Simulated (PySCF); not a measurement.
**Simulated absorption spectrum**

C2H2F2S.
InChI=1S/C2H2F2S/c3-2(4)1-5/h1-2H

Computed, not measured: PySCF 2.14.0, density-fitted response routines, TDDFT PBE0/def2-SVPD, vertical, gas phase, core orbitals frozen in the response. The structure is a single PBE0-D3(BJ)/def2-SVP conformer in the gas phase; no vibrational or solvent corrections. Torsions of this conformer, `[F:1][CH:2]([F:3])[CH:4]=[S:5]`: F1–C2–C4–S5 -122°.

Each state is given a Gaussian of 0.3 eV full width at half maximum, with ε(max) = 2.175×10⁸ f / Δν̃ (Δν̃ the width in cm⁻¹). The width is an assumption, not a result. The curve ends short of the highest state used, and states not computed would add to its high-energy end.

E (eV), ε (L mol⁻¹ cm⁻¹) and a bar:
```
     1.85          0 
     2.10          0 
     2.35          0 
     2.60          0 
     2.85          0 
     3.10          0 
     3.35          0 
     3.61          0 
     3.86          0 
     4.11          0 
     4.36          0 
     4.61          0 
     4.86          0 
     5.11          0 
     5.36          0 
     5.61          1 
     5.87         29 
     6.12       4848 #######
     6.37      19938 ##############################
     6.62       2532 ####
     6.87       7017 ###########
     7.12       7636 ###########
     7.37       3506 #####
     7.62        230
```

(1) Where are the band maxima, and which computed states make them?

(2) Does any computed singlet lie in the visible range?

(3) On this curve, what absorbance would a 10⁻⁵ mol/L sample give at 193 nm over a 1 cm path?

(4) Coming from long wavelengths, where does ε first pass 100 L mol⁻¹ cm⁻¹?

Results:

(1) 196 nm (6.34 eV), ε about 21000, made up of S3 (100%); 179 nm (6.94 eV), ε about 7500, made up of S5 (76%) and S6 (22%) (hardly more than a shoulder); 174 nm (7.14 eV), ε about 7700, made up of S5 (11%), S6 (64%) and S7 (25%) (ε in L mol⁻¹ cm⁻¹; maxima over ε = 5, shares over 10%). The states used: S1 2.30 eV (f 0.0000); S2 5.86 eV (f 0.0000); S3 6.34 eV (f 0.229); S4 6.78 eV (f 0.0010); S5 6.88 eV (f 0.071); S6 7.13 eV (f 0.055); S7 7.28 eV (f 0.038); S8 7.72 eV (f 0.0004); S9 7.75 eV (f 0.0021); S10 8.22 eV (f 0.032).

(2) S1 lies in the visible range (380 to 750 nm), at 540 nm, dark in the vertical dipole picture (f under 0.0005); light of that wavelength is green, and its complementary colour is purple; a Tamm–Dancoff triplet lies at 724 nm, without intensity as long as spin–orbit coupling is left out.

(3) 193 nm is 6.424 eV, where ε is about 16000 L mol⁻¹ cm⁻¹, so A = ε c l ≈ 0.16 (Beer–Lambert, with the gas-phase spectrum and the assumed width).

(4) At about 209 nm (5.92 eV), 3.62 eV above S1.

The vertical ionisation energy (ΔSCF) is 9.77 eV, 1.55 eV above S10.

On one thread of an Arm Neoverse V2 (shared host), this took 24 s of wall time.
